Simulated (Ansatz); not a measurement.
Reaction (SMILES): C=[C]F → F[C-]=C (an electron is taken up)
B3LYP-D3(BJ)/def2-TZVP geometries, fixed; electronic energies without zero-point terms; positive where energy is released.

Basis-set convergence of the adiabatic electron affinity at r2SCAN with Ansatz (a first-principles code). All functions are spherical. The program fits the integrals of some runs and decomposes those of others, by size. Open shells are unrestricted. No added dispersion term, no relativity. Functions are those of the species that has most. Reference: the value in aug-pcseg-3, 1.205 eV, itself unsure by roughly 0.010 eV (its mean distance from aug-cc-pVQZ, def2-QZVPPD). Deviations are taken from unrounded values.

```
basis        functions  adiabatic electron affinity (eV)  minus reference (eV)
-----------  ---------  --------------------------------  --------------------
STO-3G              17                            -3.653                -4.858
3-21G               31                             0.266                -0.939
6-31G               31                             0.661                -0.544
pcseg-0             31                             0.914                -0.291
aug-cc-pVDZ         87                             1.318                 0.113
cc-pVTZ            118                             0.907                -0.298
pcseg-2            118                             1.125                -0.080
def2-TZVPD         132                             1.180                -0.025
def2-QZVPP         231                             1.133                -0.072
```
